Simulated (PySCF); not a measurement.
## HAl–CH, quartet: the ladder up to RCCSDT

Geometry: a point of a stretch scan, not a stationary point.

```
atom   x (Å)    y (Å)    z (Å)
  Al  0.0000  -0.0679   0.6171
   C  0.0000   0.0166  -1.3043
   H  0.0000   1.0636   1.2713
   H  0.0000   0.5555  -2.2500
```

Basis 6-31G; PySCF 2.14.0. Only valence electrons are correlated (noble-gas cores frozen), which leaves 9 electrons in 20 orbitals. Prefix R: restricted or restricted open-shell reference; prefix U: unrestricted.

Full CI isn't at hand for all of this; RCCSDT serves as the reference. It lacks quadruple excitations, which often exceed the step from CCSD(T) to CCSDT. The frozen core follows each run's orbitals, which can shift R against U totals by a few meV.

The UHF ⟨S²⟩ is 3.768. The T1 diagnostic (ROHF- or RHF-based CCSD) is 0.0233. The largest doubles amplitude (ROHF- or RHF-based CCSD) is 0.034. The T1 diagnostic (UCCSD) is 0.0175.

| level | E − E(RCCSDT) (kJ/mol) | share of correlation (%) | wall time |
| --- | --- | --- | --- |
| RHF | 263.2 | 0.00 | – |
| UHF | 249.7 | 5.15 | – |
| RMP2 | 65.1 | 75.26 | – |
| UMP2 | 62.2 | 76.36 | – |
| RCCSD | 5.7 | 97.82 | – |
| UCCSD | 5.5 | 97.89 | – |
| RCCSD(T) | 1.4 | 99.46 | 0.67 s |
| UCCSD(T) | 1.4 | 99.48 | 0.46 s |
| UCCSDT | -0.1 | 100.03 | 15 s |

The correlation energy at RCCSDT, counted from RHF, is -2.728 eV. That run took 14 s on 1 thread of Arm Neoverse N1, shared host.

Times are those of the correlated step on a shared host, with one SCF added for the restricted CCSD run; they ran on 1 thread of Arm Neoverse N1.
